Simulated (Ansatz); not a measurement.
`CBS` + H₂O → `CBO` + H₂S at 500 K and 1 bar (formal hydrolysis of a B–S bond).

Computed with Ansatz on PBE0-D4/def2-TZVP structures; ΔE is electronic, products minus reactants. CBS: MP2 limit from def2 TZ/QZ plus the TZ coupled-cluster correction, frozen cores. This one scheme is used for every species. One conformer a species, not always the lowest.

```json
{"species": "`CBS`", "CCSD(T)/CBS energy (Eh)": "-463.66090", "H − E (kJ/mol)": "187.2", "S (J/(mol·K))": "329.8"}
{"species": "H₂O", "CCSD(T)/CBS energy (Eh)": "-76.37941", "H − E (kJ/mol)": "73.2", "S (J/(mol·K))": "206.3"}
{"species": "`CBO`", "CCSD(T)/CBS energy (Eh)": "-141.08489", "H − E (kJ/mol)": "198.4", "S (J/(mol·K))": "313.3"}
{"species": "H₂S", "CCSD(T)/CBS energy (Eh)": "-398.97279", "H − E (kJ/mol)": "57.0", "S (J/(mol·K))": "224.0"}
```

H − E and S are ideal-gas, rigid-rotor, harmonic terms from PBE0-D4/def2-TZVP, for one conformer and one mirror image of each species. 1 Eh = 2625.50 kJ/mol, R = 8.31446 J/(mol·K).

**Question.** By hand: ΔE, ΔH, ΔS and ΔG.

**Answer.** ΔE = (-141.08489) + (-398.97279) − (-463.66090) − (-76.37941) = -0.01737 Eh = -45.6 kJ/mol. Δ(H − E) = 198.4 + 57.0 − 187.2 − 73.2 = -5.0, so ΔH = -50.6 kJ/mol. ΔS = 313.3 + 224.0 − 329.8 − 206.3 = 1.2 J/(mol·K). ΔG = -50.6 − 500 × (1.2)/1000 = -51.2 kJ/mol.

**Question.** By hand: the equilibrium constant, and the temperature at which ΔG would vanish if ΔH and ΔS stayed fixed.

**Answer.** log₁₀ K = −ΔG/(RT ln 10) = 5.3. ΔH and −TΔS have one sign here, so there is no such temperature. One of them is within its doubt of zero, so this could turn.

The number of gas molecules stays the same, so ΔS is small and ΔH decides. A doubt of 5 kJ/mol in ΔE shifts log₁₀ K by 0.5 here. Other conformers and mirror images would add mixing entropy, several J/(mol·K) or more a flexible species. These are equilibria of isolated gas molecules and say nothing of rates. Largest T1 diagnostic: 0.013 (customary marks: 0.02 for closed shells, 0.045 for open ones).
